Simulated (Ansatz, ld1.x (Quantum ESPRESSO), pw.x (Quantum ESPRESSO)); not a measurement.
**Equation-of-state test of one TM potential (Mg)**

| Quantity | Value |
| --- | --- |
| Element | magnesium (Mg) |
| Generator | ld1.x (Quantum ESPRESSO) 7.5 |
| Type | norm-conserving Troullier–Martins (Kleinman–Bylander form) |
| Functional | PBEsol |
| Relativity | scalar-relativistic |
| Frozen core | [Ne] |
| Valence charge | 2 |
| Reference configuration | 3s2 3p0 |
| Partial waves | 3s (bound): rc 2.80 bohr; 3p (bound, empty): rc 2.35 bohr; 3d channel at -0.05 Ry: rc 2.85 bohr |
| Local potential | the d channel |
| Core correction | Bessel-smoothed model core inside 1.45 bohr |

Atomic tests: cutoffs needed: 6 Ry and 12 Ry (the cutoffs (Ry, on a coarse ladder) from which the occupation-weighted sum of valence levels, in a spherical-Bessel basis at the reference potential, stays within 10 and 1 mRy of its value at 400 Ry); ghost test: no extra level below or beside the all-electron valence levels (s, p, d, f tested) (spherical-Bessel basis up to 400 Ry, 20 bohr box); largest excitation error: -36 meV (all-electron minus pseudo) for 3s0 3p1, out of 5 test configurations.

Crystal test: fcc Mg in pw.x 7.5, no spin, 13³ k-points, Fermi–Dirac smearing 0.01 Ry, cutoffs 50/200 Ry. The reference is all-electron LAPW (Ansatz 0.2.0) with the same functional, mesh and smearing; V0 and B0 come from Birch–Murnaghan fits to the pressures at five volumes. Errors are pseudo minus all-electron; Δ is the rms difference of the E(V) curves that follow from these fits, minima aligned, over ±6 % about the mean V0. Mesh and smearing are coarse, so the numbers serve the comparison and aren't converged zero-temperature values; the lattice is a test structure that the element need not adopt.

```csv
V (Å³/atom),P all-electron (GPa),P pseudo (GPa)
21.593,2.02,1.54
22.161,0.93,0.49
22.729,-0.03,-0.44
23.297,-0.89,-1.26
23.865,-1.64,-1.99
```

All-electron: a0 = 4.495 Å (V0 = 22.71 Å³/atom), B0 = 36.4 GPa.

Pseudopotential: mean pressure error (GPa): -0.41; a0 (Å): 4.478; a0 error (%): -0.38; B0 error (%): +0.8; Δ (meV/atom): 2.1.

Problem. At the middle volume, how do free energy and pressure move when the wave cutoff is lowered (ecutrho kept at four times it)?

Solution.

```csv
cutoff (Ry),shift of F (meV/atom),shift of P (GPa)
22,+1.6,-0.01
30,+0.8,-0.01
40,+0.2,+0.00
```

Input at the middle volume:

```
&control
  calculation='scf', prefix='x', pseudo_dir='./', outdir='./tmp', tstress=.true., disk_io='low'
/
&system
  ibrav=0, nat=1, ntyp=1, ecutwfc=50, ecutrho=200, nbnd=8,
  occupations='smearing', smearing='fd', degauss=0.01
/
&electrons
  conv_thr=1e-09, mixing_beta=0.4, electron_maxstep=70
/
ATOMIC_SPECIES
Mg 1.0 Mg.UPF
CELL_PARAMETERS angstrom
  0.00000000 2.24827852 2.24827852
  2.24827852 0.00000000 2.24827852
  2.24827852 2.24827852 0.00000000
ATOMIC_POSITIONS crystal
Mg 0.0000 0.0000 0.0000
K_POINTS automatic
13 13 13 0 0 0
```

```bash
pw.x < Mg.scf.in > Mg.scf.out
```

Lines of the output:

```
Message from routine setup:
     using ibrav=0 with symmetry is DISCOURAGED, use correct ibrav instead
     lattice parameter (alat)  =       6.0085  a.u.
     unit-cell volume          =     153.3829 (a.u.)^3
     number of electrons       =         2.00
     number of Kohn-Sham states=            8
     kinetic-energy cutoff     =      50.0000  Ry
     charge density cutoff     =     200.0000  Ry
     scf convergence threshold =      1.0E-09
     Exchange-correlation= PBESOL
     number of k points=    84  Fermi-Dirac smearing, width (Ry)=  0.0100
     iteration #  1     ecut=    50.00 Ry     beta= 0.40
     total energy              =      -6.56166060 Ry
     estimated scf accuracy    <       0.00395311 Ry
     iteration #  2     ecut=    50.00 Ry     beta= 0.40
     total energy              =      -6.56111145 Ry
     estimated scf accuracy    <       0.00131143 Ry
     iteration #  3     ecut=    50.00 Ry     beta= 0.40
     total energy              =      -6.56115089 Ry
     estimated scf accuracy    <       0.00000116 Ry
     iteration #  4     ecut=    50.00 Ry     beta= 0.40
     total energy              =      -6.56115165 Ry
     estimated scf accuracy    <       0.00000015 Ry
     iteration #  5     ecut=    50.00 Ry     beta= 0.40
     total energy              =      -6.56115165 Ry
     estimated scf accuracy    <       0.00000001 Ry
     iteration #  6     ecut=    50.00 Ry     beta= 0.40
     the Fermi energy is     3.5886 ev
!    total energy              =      -6.56115165 Ry
     estimated scf accuracy    <          4.8E-10 Ry
     smearing contrib. (-TS)   =      -0.00200127 Ry
     The total energy is F=E-TS. E is the sum of the following terms:
     one-electron contribution =       1.31848994 Ry
     hartree contribution      =       0.00374610 Ry
     xc contribution           =      -5.72310886 Ry
     ewald contribution        =      -2.15827756 Ry
     convergence has been achieved in   6 iterations
          total   stress  (Ry/bohr**3)                   (kbar)     P=       -4.42
```

The run at the middle volume (84 k-points, 6 iterations) took about 5.8 s on one core of a shared host (Neoverse-V2, 96 threads, 371 GiB, load 48).
